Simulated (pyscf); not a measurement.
H₂N–NH₂ + silyl (SiH₃•) → •HN–NH₂ + silane (SiH₄) (hydrogen abstraction; doublet surface; H–N broken, H–Si formed). Optimised with ωB97X-D3(BJ)/def2-SVP in PySCF. Rate constants from transition-state theory, ωB97M-D3(BJ)/def2-TZVP energies (ideal gas, 1 atm, RRHO with modes under 100 cm⁻¹ raised to 100, one conformer, R ln 2 for chiral ones without a mode under 150 cm⁻¹; no tunnelling), k in cm³ molecule⁻¹ s⁻¹.

| T (K) | 1000/T | log10 k |
|---|---|---|
| 298 | 3.354 | -18.00 |
| 600 | 1.667 | ? |
| 900 | 1.111 | -13.59 |
| 1200 | 0.833 | -12.80 |

Q: Fit an Arrhenius line to the three values, give the activation energy, and predict k at 600 K.

A: Least squares gives log10 k = -11.22 − 2.03 × 1000/T, so Ea = 2.03 × ln 10 × 1.987 = 9.3 kcal/mol, against an electronic barrier of 9.9. At 600 K the line gives -14.60; the computed value is -14.88 (ΔG‡ = 24.4 kcal/mol), a factor 1.9 under the line, since the plot is curved. One saddle was located; it need not be the lowest between these sides. The angle at the transferred H is 160°.
